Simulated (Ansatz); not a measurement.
## How far each method lies from full CI for NS⁺, singlet

Geometry: a point of a stretch scan, not a stationary point.

```xyz
2

N     0.0000    0.0000    0.0000
S     0.0000    0.0000    2.6560
```

Basis 6-31G; Ansatz 0.2.0. Correlated methods freeze the noble-gas cores, which leaves 10 electrons in 16 orbitals. R marks a restricted (for open shells ROHF) determinant, U an unrestricted one. Active spaces: valence = (10e, 8o) chosen from the atoms' valence shells.

Full CI is exact within this basis and frozen core; it isn't the basis-set limit. The frozen core follows each run's orbitals, which can shift R against U totals by a few meV.

Unrestricted rows (U) aren't spin-pure: their determinants' ⟨S²⟩ exceeds S(S+1) by up to 2.91, so they mix in states of higher spin.

The R cluster runs have T1 = 0.077 on a determinant 5.54 eV above the lowest RHF solution, and RCCSD ends 2.58 eV below full CI, on another root of its equations, so RMP2, RCCSD, RCCSD(T), RCCSDT(Q), RCCSDT aren't compared. RHF is unstable: UHF (⟨S²⟩ = 2.91) lies 8.22 eV below the lowest RHF solution. Higher spins weren't run at this geometry and may lie near or lower.

```
UHF ⟨S²⟩                          : 2.908
T1 diagnostic (RCCSD)             : 0.0766
largest doubles amplitude (RCCSD) : 0.911
```

**Question.** From what is known of these methods and the diagnostics, rank them by the size of their error in total energy against full CI in 6-31G, smallest first (an estimate: the text doesn't fix the numbers).
A. NEVPT2 (valence space)
B. UCCSD(T)
C. BCCD(T)
D. UHF
E. UCCSD

**Answer.** B (96 meV), E (129 meV), A (456 meV), D (1569 meV), C (6294 meV).

All errors are against full CI in 6-31G. Below it: BCCD(T). With T1 at 0.077 and a doubles amplitude of 0.91 one determinant is a poor start. Within each family the higher level lies nearer, as is usual though not guaranteed.

The program itself flagged as in doubt: BCCD(T).

The full-CI state has the irrep A1 of C2v, in the program's axes (one component, if the state is degenerate).

Its occupations show that no single determinant describes this state well.

Natural occupations of full CI about the gap: 1.992 1.981 1.486 1.140 1.140 0.854 0.854 0.513 0.012 0.006; effectively unpaired electrons, Σ n²(2−n)², 5.01.
